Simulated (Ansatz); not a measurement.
Input file:

```yaml
crystal:
  periodic: [false, false, false]
  atoms:
    - {symbol: B, position_ang: [0.000000, 0.000000, 1.817000]}
    - {symbol: Al, position_ang: [0.000000, 0.000000, -0.120000]}
    - {symbol: H, position_ang: [0.000000, 0.000000, -1.697000]}
basis:
  gaussian: {orbitals: 6-31G}
magnetization: {spin_polarized: false, initial_magnetization: 3}
correlation: {method: fic_nevpt4_sd, electrons: outside_noble_gas, active_space: {window: {electrons: 7, orbitals: 9}, shells: [{species: Al, l: s, shell: 3}, {species: Al, l: p, shell: 3}, {species: B, l: s, shell: 2}, {species: B, l: p, shell: 2}, {species: H, l: s, shell: 1}]}}
```

```sh
$ ansatz run in.yaml --threads 1 --pin off --events-out ev --progress --plain --max-ram 2393MiB
```

Q: Roughly how long does this take on 1 thread of Arm Neoverse N1, shared host, and how much host memory?

A: 5.5 s wall and 0.31 GiB.

```
498 factors; integrals over basis functions are off by at most 8.3e-8 eV
mean field evaluation 1: about -7263.6070 eV, gradient 7.1e0 eV
mean field evaluation 2: about -7263.6123 eV, gradient 7.1e0 eV
mean field evaluation 4: about -7265.0066 eV, gradient 2.0e0 eV
mean field evaluation 8: about -7265.1474 eV, gradient 3.0e-1 eV
mean field evaluation 16: about -7263.9271 eV, gradient 4.8e0 eV
mean field -7265.14923062 eV, -266.9893097302 hartree, gradient 2.8e-6 eV, S^2 3.750000; 2 other end points of the search recorded, 0 dependent functions left out
reference -7265.14923062 eV, -266.9893097302 hartree; 11, 8 occupied and 13, 16 virtual orbitals, 498 factors
state -7266.87663009 eV, -267.0527904900 hartree
state -7266.87663009 eV, -267.0527904900 hartree; corrected -7267.39813444 eV, -267.0719554214 hartree
Total energy: -7267.39813444 eV, -267.0719554214 hartree
Checks for a lower state left out: starts, orbital_swaps
```

For the same geometry and basis full CI lies 27.0 meV lower.
